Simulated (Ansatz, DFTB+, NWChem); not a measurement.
**A ladder of methods for C4H10O (2-methyl-1-propanol)**

The species is C4H10O (15 atoms), meant as a singlet with charge 0. SMILES: `CC(C)CO`. The coordinates come from a PBE0-D4/def2-TZVP relaxation. This is one conformer, not always the lowest.

Quantity: the atomisation enthalpy at 298 K, in kJ/mol. The values are calculated. The thermal term (zero-point and 298 K enthalpy, harmonic and unscaled) is that of HF/6-31G*; the spin-orbit lowering of the free atoms at 298 K, 0.5 kJ/mol by their spectra, is taken off.

Measured value to compare with: CRC Handbook of Chemistry and Physics gives the atomisation enthalpy at 298 K of the gas as 5580 kJ/mol.

```
          level                    kind  program  value (kJ/mol)  computed − measured  CPU time (all runs)
       DFTB2-D4          semi-empirical    DFTB+            5701                 +121            under 2 s
     HF/cc-pVDZ            Hartree–Fock   NWChem            3983                -1597                 67 s
  SVWN5/cc-pVDZ                     LDA   NWChem            6284                 +704                 52 s
   BLYP/cc-pVDZ                     GGA   NWChem            5380                 -200                 72 s
  M06-L/cc-pVDZ                meta-GGA   NWChem            5450                 -130                 56 s
 M06-2X/cc-pVDZ         hybrid meta-GGA   NWChem            5461                 -119                 46 s
  wB97X/cc-pVDZ  range-separated hybrid   NWChem            5467                 -113                5 min
 B2PLYP/cc-pVDZ           double hybrid   NWChem            5343                 -237                 80 s
    MP2/cc-pVDZ     perturbation theory   NWChem            5194                 -386              3.1 min
CCSD(T)/cc-pVDZ   coupled cluster or CI   Ansatz            5144                 -436                2 min
```

Nearest: wB97X/cc-pVDZ (-113 kJ/mol); farthest: HF/cc-pVDZ (-1597 kJ/mol). Computed less measured by kind, in kJ/mol (cc-pVDZ rows): semi-empirical +121; Hartree–Fock -1597; LDA +704; GGA -200; meta-GGA -130; global hybrid -119; range-separated hybrid -113; double hybrid -237; perturbation theory -386; coupled cluster or CI -436. Wave-function methods converge slowly with the basis and bind too weakly in sets of this size; that is part of their error here. Times are those of the runs behind each value, whatever else they computed, on shared processors of several kinds: orders of magnitude only.
